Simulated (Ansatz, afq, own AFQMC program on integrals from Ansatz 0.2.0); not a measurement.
## HCl + Br, doublet in cc-pVTZ along one coordinate

```yaml
atoms:
  - { symbol: Cl, position_ang: [0.0000, 0.0000, -1.4786] }
  - { symbol: H, position_ang: [0.0000, 0.0000, -0.1998] }
  - { symbol: Br, position_ang: [0.0000, 0.0000, 1.6784] }
```

A hydrogen atom is moved from one rigid fragment to the other; the Cl1–H2 distance tells how far. The two fragments are held close together, so this isn't a minimum-energy path and the start is a compressed complex. Energies in kcal/mol count from this geometry (1.279 Å) at the same level; the start stands on UHF, each point on the determinant named.

Basis cc-pVTZ. Noble-gas cores (and the filled d shells of Ga–Kr and In–Xe) are frozen. Ansatz 0.2.0 and our own AFQMC program on the same integrals; the CISD trial comes from CCSD amplitudes, and released means the phaseless constraint is let go. Uncertainties: one standard error, sampling alone. No spin–orbit coupling.

Cautions, each for one point or more: inner d shell frozen; no relativity below Rb; no spin-orbit coupling; the ph-AFQMC/CISD walk drifts between its halves; unrestricted determinant slightly spin contaminated.

```csv
r(Cl1–H2) / Å,det.,T1,weight,⟨S²⟩,B2PLYP,PBE,CCSD(T)
1.378,UHF,0.011,0.86,0.78,1.6,–,2.4
1.428,UHF,0.013,0.85,0.79,3.3,–,4.5
1.528,UHF,0.015,0.85,0.81,6.3,–,8.0
```

(1) Estimate the curve of CCSDT(Q), counted from the same start.

Answers

(1) 
```csv
r(Cl1–H2) / Å,det.,T1,weight,⟨S²⟩,CCSDT(Q),ph-AFQMC/CISD,released AFQMC
1.378,UHF,0.011,0.86,0.78,2.3,2.5 ± 0.2,2.2 ± 0.3*
1.428,UHF,0.013,0.85,0.79,4.4,4.5 ± 0.2,–
1.528,UHF,0.015,0.85,0.81,7.8,8.1 ± 0.2,8.0 ± 0.3
```

Weight is that of the determinant in the CISD state; at the start T1 is 0.009 and the weight 0.86, and ⟨S²⟩ is 0.76. An asterisk marks released energies that aren't shown to be converged. A dash marks a missing value, a released energy that hasn't settled or a functional that sits on another state. Largest departures from CCSDT(Q), at the points where its series has closed: CCSD(T) 0.2 kcal/mol at 1.528 (on UHF), ph-AFQMC/CISD 0.3 kcal/mol at 1.528 (on UHF) (within the noise), B2PLYP -1.5 kcal/mol at 1.528. Functionals count only at points shown to share the start's state and spin. In total energy ph-AFQMC/CISD lies 17 ± 6 meV above CCSDT(Q) at the start, so its agreement along the curve rests in part on cancellation.

A walk keeps the symmetry of its determinant, which the program's search chose and which needn't be the lowest solution, so a lower state of the same spin and another symmetry isn't excluded.
